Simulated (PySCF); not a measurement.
**Bond curve of BCl⁺**

Set-up: PySCF, no relativity, basis sets B aug-cc-pVDZ, Cl aug-cc-pV(D+d)Z. Energies in eV from B⁺ + Cl in their ground configurations at the same level. State: ²Σ⁺ (doublet), unpaired electrons σ ↑.

| R (Å) | UHF-MP2 | PBE0 | LC-ωPBE | B3LYP |
| --- | --- | --- | --- | --- |
| 1.385 | -2.096 | -2.682 | -2.633 | -2.435 |
| 1.449 | -2.982 | -3.517 | -3.444 | -3.275 |
| 1.513 | -3.483 | -3.978 | -3.881 | -3.745 |
| 1.562 | -3.668 | -4.141 | -4.024 | -3.915 |
| 1.610 | -3.727 | -4.183 | -4.047 | -3.966 |
| 1.658 | -3.688 | -4.133 | -3.977 | -3.926 |
| 1.723 | -3.521 | -3.957 | -3.774 | -3.766 |
| 1.803 | -3.181 | -3.620 | -3.402 | -3.451 |
| 1.900 | -2.652 | -3.120 | -2.860 | -2.979 |
| 2.029 | -1.845 | -2.405 | -2.101 | -2.307 |

Put a parabola through the three lowest points of the UHF-MP2 curve and estimate Re, k and ωe (reduced mass 8.373 u; 1 eV/Å² = 0.16022 mdyn/Å; ωe = 1302.8·√(k/μ) cm⁻¹).

Through R = 1.562, 1.61, 1.658 Å the second-order coefficient is 21.3 eV/Å², so Re ≈ 1.615 Å, k ≈ 6.81 mdyn/Å and ωe ≈ 1175 cm⁻¹. A polynomial fit of higher order to the unrounded UHF-MP2 energies gives Re = 1.613 Å, k = 6.62 mdyn/Å, ωe = 1158 cm⁻¹; anharmonicity and rounding make the difference.

The higher-order fit for each curve: UHF-MP2: Re = 1.613 Å, ωe = 1158 cm⁻¹, De = 3.73 eV; PBE0: Re = 1.606 Å, ωe = 1149 cm⁻¹, De = 4.18 eV; LC-ωPBE: Re = 1.596 Å, ωe = 1182 cm⁻¹, De = 4.05 eV; B3LYP: Re = 1.611 Å, ωe = 1126 cm⁻¹, De = 3.97 eV.

Correlated steps freeze 6 core orbitals. Correlated levels converge slowly with the basis: in double zeta they bind strong bonds too weakly, by up to about 1 eV, and carry superposition errors of some tenths. For an ion De counts to the pair picked by the measured ionisation energies or electron affinities, which need not be the lowest pair at this level. The state is the lowest determinant that a PBE0 search found; another state may lie lower at other levels.
